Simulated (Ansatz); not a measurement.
Frontier orbitals of CH₂O₂ (`O=CO`).

Total charge 0; spin multiplicity 1. The geometry is a stationary point of PBE0-D4/def2-TZVP. It is one conformer, not always the lowest. Basis def2-TZVPP, the Gaussian-basis code of Ansatz.

```tsv
functional	HOMO (eV)	LUMO (eV)
PBE	-6.86	-1.30
```

Task: Give HOMO and LUMO (eV) with LDA (SPW92), revPBE, BLYP, r2SCAN, B97M-V, PBE0, B3LYP, r2SCANh, r2SCAN0, HSE06 (plane-wave form), BHLYP, CAM-B3LYP, LC-ωPBE, ωB97X-V, ωB97M-V, HF. (Best estimate.)

Result: Computed: 
```
             functional    HOMO   LUMO
            LDA (SPW92)   -7.05  -1.59
                 revPBE   -6.78  -1.19
                   BLYP   -6.80  -1.22
                 r2SCAN   -7.19  -1.02
                 B97M-V   -7.32  -0.90
                   PBE0   -8.55  -0.11
                  B3LYP   -8.31  -0.44
                r2SCANh   -7.83  -0.59
                r2SCAN0   -8.80   0.06
HSE06 (plane-wave form)   -8.14  -0.50
                  BHLYP  -10.23   1.13
              CAM-B3LYP  -10.08   1.09
                LC-ωPBE  -11.38   2.44
                ωB97X-V  -11.05   2.36
                ωB97M-V  -11.00   2.25
                     HF  -12.89   3.80
```

B3LYP here is the variant with VWN-RPA as its local correlation; programs differ in this. LC-ωPBE has ω = 0.4 bohr⁻¹. Positive LUMOs are unbound and depend on the basis.
